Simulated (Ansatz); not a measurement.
Program: Ansatz. Geometries: PBE0-D4/def2-TZVP. ΔE: electronic, gas phase. CCSD(T)/CBS is the MP2 limit (def2-TZVPP, def2-QZVPP) plus CCSD(T) − MP2 in def2-TZVPP, frozen cores. This one scheme is used for every species, atoms too. Functionals use def2-TZVPP. No spin–orbit coupling; open shells (•) take unrestricted orbitals. Spin–orbit coupling would lower the free atoms: a little for C, F.

Consider the atomization: `F[C@@H]1C=C[C@H]1F` → 4 C• + 2 F• + 4 H•.

```
          level  ΔE (kJ/mol)
      r2SCAN-D4       4294.9
         B97M-V       4279.9
            PBE       4430.7
CCSD/def2-TZVPP       4075.4
```

**Question.** What does CCSD(T)/CBS give? (An estimate is asked.)

**Answer.** The calculation gave: +4266.1 kJ/mol. The listed levels differ from it by 28.8, 13.8, 164.6, -190.7 kJ/mol.

Largest T1 diagnostic among the species: 0.011.

From r2SCAN to r2SCAN0 (25 % exact exchange), in def2-TZVPP and without D4, ΔE moves by −89.1 kJ/mol: exact exchange takes away binding that semilocal exchange gives to molecules. At CCSD(T), def2-SVP lies −180.8 kJ/mol from the extrapolated value and def2-TZVPP −109.7 kJ/mol: correlation converges slowly with the basis, and small sets miss more of it in the bonded molecule than in its fragments.

For atomizations the MP2-based limit and the directly extrapolated one differ by several kJ/mol either way, and by 10 to 25 for some Ge, Se and Sn compounds, so smaller differences from it don't rank the levels.
